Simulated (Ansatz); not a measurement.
in.yaml

```yaml
crystal:
  periodic: [false, false, false]
  atoms:
    - {symbol: Si, position_ang: [0.000000, -0.122073, 0.533276]}
    - {symbol: N, position_ang: [0.000000, 0.188076, -1.030483]}
    - {symbol: H, position_ang: [0.000000, 1.172580, 1.320024]}
    - {symbol: H, position_ang: [0.000000, -0.384678, -1.859409]}
basis:
  gaussian: {orbitals: cc-pVTZ}
magnetization: {spin_polarized: true, initial_magnetization: 1}
correlation: {method: ccsdt_q, electrons: outside_noble_gas}
```

```sh
$ ansatz run in.yaml --threads 2 --pin off --events-out ev --progress --plain --max-ram 16896MiB --backend cuda --devices 0, --max-vram 18GiB
```

Question: Roughly how long does this take on 2 threads of AMD EPYC 7R13 with a shared H100 80 GB, shared host, and how much host memory?

Answer: 35 s wall and 1 GiB.

```
1150 factors; integrals over basis functions are off by at most 1.7e-7 eV
mean field evaluation 1: about -9370.1947 eV, gradient 2.9e1 eV
mean field evaluation 2: about -9370.2035 eV, gradient 2.9e1 eV
mean field evaluation 4: about -9374.2715 eV, gradient 2.7e0 eV
mean field evaluation 8: about -9374.3978 eV, gradient 3.2e-1 eV
mean field evaluation 16: about -9374.4317 eV, gradient 2.9e-4 eV
mean field evaluation 32: about -9374.4306 eV, gradient 1.6e-1 eV
mean field evaluation 64: about -9374.4317 eV, gradient 3.4e-3 eV
mean field evaluation 96: about -9374.4298 eV, gradient 1.6e-1 eV
mean field evaluation 128: about -9371.5685 eV, gradient 9.8e-1 eV
mean field evaluation 160: about -9372.9436 eV, gradient 6.1e-2 eV
...
mean field -9374.43166149 eV, -344.5040093419 hartree, gradient 2.6e-6 eV, S^2 0.831978; 15 other end points of the search recorded, 0 dependent functions left out
determinant -9374.43166149 eV, -344.5040093419 hartree, with singles and doubles -9383.43387329 eV, -344.8348345235 hartree
determinant -9372.94383651 eV, -344.4493327821 hartree, with singles and doubles -9381.23796849 eV, -344.7541365104 hartree
determinant -9372.56161147 eV, -344.4352862710 hartree, with singles and doubles -9380.63851831 eV, -344.7321071227 hartree
determinant -9371.87595017 eV, -344.4100886830 hartree, with singles and doubles -9380.49078730 eV, -344.7266781081 hartree
determinant -9371.58519098 eV, -344.3994034798 hartree, with singles and doubles -9379.57090731 eV, -344.6928731420 hartree
determinant -9371.27647546 eV, -344.3880583937 hartree, with singles and doubles -9380.74646597 eV, -344.7360741262 hartree
6 core orbitals not correlated: weight in the atoms' cores, before any rotation towards them, 1.000 or more for the frozen orbitals, at most 0.000 for the correlated occupied ones
reference -9374.43166149 eV, -344.5040093419 hartree; 6, 5 occupied and 80, 81 virtual orbitals, 1150 factors
second order -8.19538356 eV of doubles, -0.00000000 eV of singles
...
cycle  12  -9.40573729 eV  change   -4.9e-4 eV  update   1.1e-4
cycle  13  -9.40572152 eV  change    1.6e-5 eV  update   6.2e-5
cycle  14  -9.40576412 eV  change   -4.3e-5 eV  update   4.0e-5
cycle  15  -9.40578673 eV  change   -2.3e-5 eV  update   2.6e-5
cycle  16  -9.40576876 eV  change    1.8e-5 eV  update   1.6e-5
cycle  17  -9.40577063 eV  change   -1.9e-6 eV  update   7.8e-6
cycle  18  -9.40577582 eV  change   -5.2e-6 eV  update   3.6e-6
cycle  19  -9.40577841 eV  change   -2.6e-6 eV  update   1.9e-6
cycle  20  -9.40578025 eV  change   -1.8e-6 eV  update   1.1e-6
cycle  21  -9.40578082 eV  change   -5.6e-7 eV  update   5.4e-7
perturbative correction -0.04786946 eV, -0.0017591702 hartree
Total energy: -9383.88531177 eV, -344.8514245816 hartree
```

The T1 diagnostic is 0.052.

For the same geometry and basis RCCSDT(Q) lies 7.6 meV higher.
